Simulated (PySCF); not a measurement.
# Mayer bond orders and bond lengths

Compound: BH2(CN), CH₂BN.
Cartesian coordinates in Å at the PBE0-D3(BJ)/def2-SVP level; atoms count from 1:
```
atom  x, y, z in Å
B1     0.3048    0.5305    0.0095
H2     1.5059    0.5088    0.0606
H3    -0.3166    1.5591   -0.0272
C4    -0.4577   -0.7954   -0.0128
N5    -1.0364   -1.8030   -0.0300
```

Bond orders from the PBE0/pcSseg-1 density (PySCF). Geometry: PBE0-D3(BJ)/def2-SVP; no solvent, vibrations or thermal averaging.

**Question.** Give the Mayer order of every bond between heavy atoms, beside its length.

**Answer.** 
```
 bond  length (Å)  Mayer order
B1–C4       1.530        0.989
C4–N5       1.162        2.871
```

**Question.** And the bonds to hydrogen?

**Answer.** B–H: 0.97 (2 bonds).

**Question.** Sum the orders of all bonds at each heavy atom with more than one neighbour.

**Answer.** B1 2.925, C4 3.860. Orders between atoms that aren't bonded are not in these sums.

Mayer orders depend on the basis set.
